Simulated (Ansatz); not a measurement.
H$_{4}$MgN$_{2}$, SMILES `[NH2][Mg][NH2]`. The species carries charge 0 and has multiplicity 1.

```csv
atom,x (Å),y (Å),z (Å)
N1,0.515,0.274,-1.794
Mg2,0.000,0.000,0.000
N3,-0.515,-0.274,1.794
H4,1.124,-0.316,-2.339
H5,0.232,1.038,-2.388
H6,-0.035,0.067,2.613
H7,-1.321,-0.789,2.114
```

Question: List the harmonic frequencies (cm⁻¹, unscaled) at PBE0-D4/def2-TZVP in Ansatz. (Estimate.)

Answer: Ansatz gave: 140, 140, 167, 296, 296, 529, 530, 555, 815, 1557, 1561, 3584, 3585, 3665, 3665.

Question: Is this a minimum?

Answer: Yes, all 15 modes are real.

Question: Give the ideal-gas thermochemistry at 298.15 K and 1 bar (rigid rotor, harmonic oscillator; point group D2d, symmetry number 4).

Answer: Zero-point energy 126.1 kJ/mol; H(298) − E = 145.1 kJ/mol; entropy 294.3 J/(mol·K), of which translation 159.1, rotation 81.3, vibration 53.9; G(298) − E = 57.4 kJ/mol.

Question: And at 400, 500, 600, 800 and 1000 K?

Answer: 
```csv
T (K),H − E (kJ/mol),S (J/mol/K),G − E (kJ/mol)
400,154.6,321.7,25.9
500,164.7,344.1,-7.4
600,175.3,363.4,-42.8
800,197.6,395.5,-118.8
1000,221.3,422.0,-200.6
```
